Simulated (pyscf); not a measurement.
This saddle point was located with ωB97X-D3(BJ)/def2-SVP in PySCF.

```
O
H 1 0.9693
H 1 1.1096 2 114.72
H 3 1.1821 1 173.14 2 155.96
Sn 4 1.9114 3 96.76 1 3.08
Ge 1 1.9382 2 116.17 3 138.37
H 6 1.5200 1 113.10 2 132.65
H 6 1.5248 7 120.49 1 -141.81
H 6 1.5611 7 107.65 8 -122.07
H 5 1.7431 4 91.97 3 123.74
H 5 1.7453 10 99.58 4 -92.21
```
Charge 0, spin multiplicity 1.

Surface: singlet, charge 0. Lowest wavenumbers (cm⁻¹): 540i, 115, 133, 138, 244.

### Question
Which two sides does it connect, and which bonds change?

### Answer
H₃Ge–SnH₃ + water (H₂O) ⇌ SnH₂ [singlet] + HO–GeH₃ + hydrogen (H₂), a multi-bond step read from left to right: Ge–Sn, H–Sn, H–O broken and Ge–O, H–H formed. At ωB97M-D3(BJ)/def2-TZVP it lies +189.9 kJ/mol from the left side and +75.2 kJ/mol from the right (each side as separated species at their lowest minima found). On the reactant side the descent ends in a complex (not fully relaxed), 17.8 kJ/mol under the separated species and 224.0 kJ/mol under the saddle at ωB97X-D3(BJ)/def2-TZVP. On the product side the descent ends in a bound adduct, 39.7 kJ/mol under the separated species and 97.7 kJ/mol under the saddle at ωB97X-D3(BJ)/def2-TZVP. At ωB97X-D3(BJ) the barrier from the zero used here is 206.2 kJ/mol. This is the saddle that the search found; another between the same sides may lie lower. Elements up to Kr have no core potential and no relativistic terms here. Elements past Kr carry the def2 core potentials, without spin-orbit coupling.
